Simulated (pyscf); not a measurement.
Single points on ωB97X-D3(BJ)/def2-SVP structures (PySCF, gas phase).

Task: For H₂N–GeH₂• + hydrogen fluoride (HF) → F–GeH₂• + ammonia (NH₃), a four-centre exchange (doublet surface; Ge–N, F–H broken, F–Ge, H–N formed), PBE/def2-TZVP gives ΔE‡ = -10.7 kJ/mol and ΔE = -47.3 kJ/mol (zero: the separated reactants). In which direction and how far do r²SCAN/def2-TZVP, B3LYP-D3(BJ)/def2-TZVP, ωB97M-D3(BJ)/def2-TZVP move these?

Result: r²SCAN: ΔE‡ = -4.6 kJ/mol, ΔE = -49.7 kJ/mol; B3LYP-D3(BJ): ΔE‡ = 4.1 kJ/mol, ΔE = -49.1 kJ/mol; ωB97M-D3(BJ): ΔE‡ = 7.4 kJ/mol, ΔE = -50.2 kJ/mol. PBE's barrier lies under all of them, by 6.1 to 18.1 kJ/mol. Its reaction energy lies over all of them, by 1.8 to 2.9 kJ/mol. On the reactant side the descent ends in a bound adduct, 34.1 kJ/mol under the separated species and 41.3 kJ/mol under the saddle at ωB97X-D3(BJ)/def2-TZVP. On the product side the descent ends in a complex, 21.7 kJ/mol under the separated species and 75.4 kJ/mol under the saddle at ωB97X-D3(BJ)/def2-TZVP. At PBE, r²SCAN the saddle lies under the separated reactants, which points to a path from their complex (located at ωB97X-D3(BJ) alone). One saddle was located; it need not be the lowest between these sides. Elements up to Kr have no core potential and no relativistic terms here.
